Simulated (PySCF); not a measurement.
Gas-phase reaction: 4 BF3 + 3 CCl4 → 4 BCl3 + 3 CF4

Method: PySCF energies plus ideal-gas RRHO corrections (1 bar). 'Table' is the NASA 1993 thermochemical table (part measured, part estimated). † marks an energy on the PBE0/def2-TZVP geometry and frequencies. MP2 and CCSD(T) freeze the core. All species are closed-shell singlets. For this reaction the table lies outside the span of B3LYP, CCSD(T), M06-2X, MP2, PBE0, r2SCAN, ωB97M-V, ωB97X-V in their largest bases here; which side is off was not settled. MP2 isn't extrapolated to the basis-set limit. CCSD(T) isn't extrapolated to the basis-set limit.

MP2/def2-TZVPP† gives ΔH°(298 K) = 395.2 kJ.

Task: What does CCSD(T)/def2-TZVPP† give, and where does the table lie?

Result: CCSD(T)/def2-TZVPP†: 352.2 kJ. Table: 418.8 kJ.
